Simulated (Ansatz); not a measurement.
`FC1=CC=CC1` at its PBE0-D4/def2-TZVP geometry, where that method's forces vanish. The species carries charge 0 and has multiplicity 1.

| atom | x (Å) | y (Å) | z (Å) |
| --- | --- | --- | --- |
| F1 | -0.109 | -2.426 | -0.338 |
| C2 | 0.065 | -1.120 | -0.170 |
| C3 | 1.219 | -0.448 | -0.209 |
| C4 | 0.898 | 0.958 | 0.032 |
| C5 | -0.424 | 1.111 | 0.211 |
| C6 | -1.091 | -0.223 | 0.097 |
| H7 | 2.201 | -0.861 | -0.385 |
| H8 | 1.636 | 1.748 | 0.059 |
| H9 | -0.950 | 2.033 | 0.407 |
| H10 | -1.825 | -0.261 | -0.717 |
| H11 | -1.620 | -0.511 | 1.013 |

For each bond, give half the difference of the two atoms' forces along it (eV/Å; positive pushes the atoms apart) under PBE-D4, r2SCAN-D4, B3LYP-D4, ωB97M-V in def2-TZVPP. (Estimate.)

The calculation gave: 
```tsv
bond	length (Å)	PBE-D4	r2SCAN-D4	B3LYP-D4	ωB97M-V
F1–C2	1.328	0.40	0.22	0.34	0.35
C2–C3	1.336	0.39	0.18	-0.06	-0.28
C2–C6	1.487	-0.11	-0.03	0.08	0.11
C3–C4	1.462	-0.16	-0.03	0.17	0.32
C3–H7	1.080	-0.05	-0.13	-0.15	-0.11
C4–C5	1.342	0.48	0.26	0.10	-0.13
C4–H8	1.082	-0.02	-0.09	-0.17	-0.13
C5–C6	1.496	-0.03	0.08	0.22	0.24
C5–H9	1.080	-0.07	-0.15	-0.18	-0.08
C6–H10	1.096	0.09	-0.04	-0.12	-0.16
C6–H11	1.096	0.09	-0.04	-0.12	-0.16
```

B3LYP here is the variant with VWN-RPA as its local correlation; programs differ in this.

Results of the Gaussian-basis code of Ansatz.
